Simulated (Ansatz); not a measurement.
Basis-set extrapolation for CH₃LiO (`[Li][O]C`) (PBE0-D4/def2-TZVP geometry, frozen core, Ansatz). Multiplicity 1, RHF reference. For Li the program correlates outer-core shells too, which these sets cover unevenly, so the extrapolated numbers aren't a true limit.

|  | def2-TZVPP | def2-QZVPP |
| --- | --- | --- |
| HF | -121.986912 | -121.994128 |
| MP2 correlation | -0.466476 | -0.499875 |
| CCSD(T) correlation | -0.499978 | -0.531322 |

Energies in hartree. Use E(X) = E(∞) + A·exp(−7.88·√X) for Hartree–Fock and E(X) = E(∞) + B·X^(−2.97) for correlation, with X = 3 and 4.

Problem. What is the CCSD(T) energy at the basis-set limit?

Solution. HF limit: -121.994128 + (-0.007216) × 0.13774 = -121.99512. Correlation limit: -0.531322 + (-0.031344) × 0.74074 = -0.55454. Total: -122.54966 hartree, 1.71 eV below CCSD(T)/def2-TZVPP.
